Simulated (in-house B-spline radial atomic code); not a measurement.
Xe. Computed with a B-spline radial atomic code. Model: non-relativistic spherical atom: semilocal Troullier-Martins pseudo-atom, one channel per l, against all electrons, high spin, G0W0 and RPA with empty states to l = 8, local potential for every l without a channel, a model core (radius 0 = none) keeps its share of the functional.

The core holds an angular momentum without a channel of its own, so the local potential lets valence electrons into it.

Without relativity these are model numbers for so heavy an element.

What the tables leave out is listed at the end.

The pseudopotential gives back the lowest level of each angular momentum of its own functional in the configuration it was made in; a second state of the same l is only approximately right. Exact exchange, RPA and GW see the smooth pseudo-orbitals and miss the exchange with the core, for which the functional's share stands in. The column with an uncorrelated core keeps all orbitals and exact exchange, and so separates missing core correlation from pseudisation. Only the three outermost levels and the lowest empty one were computed. RPA here is direct RPA, with no exchange kernel, and its energies carry an (l + 1/2)⁻⁴ tail. A hybrid on a potential with a model core restores only its own semilocal share of the core's exchange.

Command:
```bash
python run_psgw.py task.json out
```
Settings (lengths in bohr, energies in hartree):
```
Z                      54
electrons              54
configuration          [Kr] 4d10 5s2 5p6
generated_in           [Kr] 4d10 5s2 5p6
functional             pbe,pbe
core_shells            9
radius_factor          1
core_correction        True
```

Run time, properties included: 19 s on 1 thread of Intel(R) Xeon(R) Platinum 8488C (Sapphire Rapids) (shared host).

Given: made with PBE; model core radius 1.369 bohr; local radius 1.738 bohr; mean-field start PBE.

Valence shells of the generating configuration: 5s, 5p.

Channel: s 1.705, p 1.927 (radii in bohr).

Computed: largest level miss in the spin-unpolarised generating configuration 0.001 eV; valence RPA correlation energy all-electron orbitals -0.34409 hartree; valence RPA correlation energy pseudo -0.52208 hartree; all-electron RPA polarisability, core included 25.233 bohr³.

```csv
level,occupied,mean-field all-electron (eV),mean-field pseudo minus all (eV),G0W0 all-electron (eV),G0W0 uncorrelated core minus all (eV),G0W0 pseudo minus all (eV),exchange self-energy all-electron (eV),exchange self-energy pseudo (eV)
5p,1,-8.2896,0,-12.38,0.286,-0.084,-18.558,-15.481
```

**Question.** What is the pseudo-atom RPA polarisability?

**Answer.** 27.435 bohr³.

Given: mean-field start PBE0.

Computed: valence RPA correlation energy all-electron orbitals -0.31661 hartree; valence RPA correlation energy pseudo -0.4428 hartree; pseudo-atom RPA polarisability 24.206 bohr³.

```tsv
level	occupied	mean-field all-electron (eV)	mean-field pseudo minus all (eV)	G0W0 all-electron (eV)	G0W0 uncorrelated core minus all (eV)	G0W0 pseudo minus all (eV)	exchange self-energy all-electron (eV)	exchange self-energy pseudo (eV)
5p	1	-9.5731	0.031	-12.614	0.29	-0.073	-18.558	-15.436
```

**Question.** What is the all-electron RPA polarisability, core included?

**Answer.** 22.112 bohr³.

Among the listed levels the largest G0W0 shift of the pseudo-atom is -0.08 eV, for 5p on the PBE start, while leaving the core uncorrelated moves that level by +0.29 eV. The rest, -0.37 eV, comes from pseudisation and the lost core exchange. Not in the tables (levels of low weight, unsolved or above zero; the highest and the empty levels are kept at any weight): on PBE the G0W0 levels 5s (pseudo minus all -3070.81 eV, weights 1.00 and 0.15); on PBE0 the G0W0 levels 5s (pseudo minus all +3.06 eV, weights 0.38 and 0.25); no Hartree-Fock pseudo-atom is run with a model core.
